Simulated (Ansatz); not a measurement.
# AlBSi+ (doublet): from Hartree-Fock to the top rungs, cc-pVTZ

An exercise on one series of results from a longer session: the logs are not shown, and one member is left open.

Method: cc-pVTZ, core rule «outside noble gas», up to 11 orbitals frozen; program: Ansatz 0.2.0, Gaussian basis.

To be run: UHF; CCSD(T) on ROHF; CCSD(T) on UHF; BCCD(T) on ROHF; CCSDT(Q) on ROHF; CCSDT(Q) on UHF.

6 further runs of the same task are left out: 2 for a known fault of the program, 4 set aside as unsound or not needed.

## The system

The geometry is a PBE0/def2-TZVP stationary point (not a proven minimum) of the parent state, kept for this charge and spin.

3 atoms, charge 1, spin multiplicity 2.

Atoms are counted from 1 here; the program's logs count them from 0.

Bond lengths: Al1–B2 1.956 Å, Al1–Si3 2.412 Å, B2–Si3 1.863 Å. Angles: B2–Al1–Si3 49.2°, Al1–B2–Si3 78.3°, Al1–Si3–B2 52.6°.

Set-up of the first run:

in.yaml

```yaml
crystal:
  periodic: [false, false, false]
  atoms:
    - {symbol: Al, position_ang: [0.000000, -0.235516, 1.239346]}
    - {symbol: B, position_ang: [0.000000, 1.236586, -0.048093]}
    - {symbol: Si, position_ang: [0.000000, -0.249742, -1.172118]}
basis:
  gaussian: {orbitals: cc-pVTZ}
total_charge: 1
magnetization: {spin_polarized: true, initial_magnetization: 1}
hamiltonian: {xc: hf}
output: {orbitals: {seedname: orbitals}}
```

The run is started by

```bash
> ansatz run in.yaml --threads 1 --pin off --events-out ev --progress --plain --max-ram 3968MiB --backend cpu
```

Steps of the session up to this table: UHF; CCSD(T) on ROHF; CCSD(T) on UHF; BCCD(T) on ROHF; CCSDT(Q) on ROHF; CCSDT(Q) on UHF.

One table of the session follows, with a row left open; its other results are not shown here.

It belongs to the step «Misses and costs». 

```
   method  from RCCSDT(Q) (kJ/mol)
     ROHF                   +767.4
     RMP2                   +127.5
     UMP2                   +144.5
    RCCSD                    +74.7
    UCCSD                    +73.9
 RCCSD(T)                    +10.9
 UCCSD(T)                    +12.8
  BCCD(T)                        ?
   RCCSDT                     +8.1
   UCCSDT                     +7.9
RCCSDT(Q)                        0
UCCSDT(Q)                     -0.7
```

**Question.** Estimate the row for BCCD(T).

**Answer.** from RCCSDT(Q) (kJ/mol): +10.4. In the column «from RCCSDT(Q) (kJ/mol)» it lies between RCCSDT (+8.1) and RCCSD(T) (+10.9).

Left out of the table: UHF (another determinant or state than the rows shown).

Caveats from the session: The determinant is far from a pure spin state, so its energy mixes those of several spin states (harmless only where they are near-degenerate, as at dissociation). Warnings: spin contamination; coupled cluster took another determinant than the lowest; large T1 diagnostic. Restricted and unrestricted rows rest on different reference determinants; where their highest levels disagree by more than a few hundredths of an eV, they describe different states and don't form one ladder.
